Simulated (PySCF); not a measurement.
# H5P3: the cost of one run

Computed with PySCF 2.14.0, with density-fitted response routines of our own, on a single molecule in the gas phase. Atoms are numbered from 0 throughout.

**1. The starting structure**

8 atoms, charge 0, multiplicity 1; geometry from: GFN2-xTB. The atoms were then displaced at random by about 0.01 Å, so the start is not that level's minimum.

Bonds of the start (Å): P0–P1 2.18, P1–P2 2.18, P0–H3 1.42, P0–H4 1.36, P1–H5 1.39, P2–H6 1.39, P2–H7 1.37.

**2. Optimising the geometry at PBE0-D3(BJ)/def2-SVP**

Job settings and geometry (Å):

```
{"job": {"xc": "PBE0", "basis": "def2-SVP", "d3": "d3bj", "grid": 1, "shake": 0.01, "kind": "geom"}, "charge": 0, "multiplicity": 1}
P      1.676580     0.007180    -0.520960
P     -0.023600    -0.313070     0.808420
P     -1.604010    -0.171480    -0.692050
H      1.623330     1.422240    -0.391480
H      2.587120    -0.082620     0.491750
H      0.069340    -1.695970     0.709590
H     -1.697470     1.212180    -0.545830
H     -2.576160    -0.397600     0.243570
```

On the command line:

```console
> OMP_NUM_THREADS=1 python probes_run.py task.json out
```

This one command runs all jobs of the session in turn.

**Question.** How long does this first job take on 1 thread of Arm Neoverse V1, shared host, and how much memory does it need?

About 9.5 s, with a peak of 0.34 GiB.
